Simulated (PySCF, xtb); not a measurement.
HO, SMILES [OH] (connectivity only; charge and spin as stated), charge -1, multiplicity 1.

GFN2-xTB run with xtb at its own geometry gives an orbital gap of 13.21 eV.

Geometry optimised at r2SCAN-D4/def2-TZVPD. The spin state was assumed, not searched.

Q: What does B3LYP/def2-TZVPD (PySCF) give? (An estimate is asked for; the answer gives what the named calculation found.)

A: gap 4.61 eV (levels 0.94 and 5.55 eV).
